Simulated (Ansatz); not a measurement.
## Double-hcp La

Method: PBE-D4 (plane waves, PAW; Ansatz, a first-principles code).

Numerical settings: plane-wave cutoff 500 eV, 24×24×6 k mesh (along the axes of the cell as run), Fermi–Dirac smearing 0.1 eV, scalar-relativistic PAW data made under PBE.

Cell (relaxed at this level):

```yaml
crystal:
  lattice:
    - [1.85266, -3.20890, 0.00000]
    - [1.85266, 3.20890, 0.00000]
    - [0.00000, 0.00000, 11.90162]
  atoms:
    - { symbol: La, position: [0.00000, 0.00000, 0.50000] }
    - { symbol: La, position: [0.00000, 0.00000, 0.00000] }
    - { symbol: La, position: [0.33333, 0.66667, 0.25000] }
    - { symbol: La, position: [0.66667, 0.33333, 0.75000] }
```

For double-hcp La, the volume per atom comes out as 35.38 Å³/atom, the lattice constant a is 3.705 Å and the c axis length is 11.902 Å.

Measured, for comparison: lattice constant a 3.774 Å, lattice parameter c 12.171 Å (293 K, no zero-point or thermal correction; as tabulated in Wikipedia's data pages). Computed (rounded) less measured: lattice constant a -1.8 %, lattice parameter c -2.2 %. A static lattice is as a rule a little smaller and stiffer than an uncorrected measurement, which narrows the difference in the lattice constant a and would widen misses of the other sign.

Spin–orbit coupling is not included.

Static lattice: no zero-point or thermal effects.

The result took around 8 core-minutes (rough).
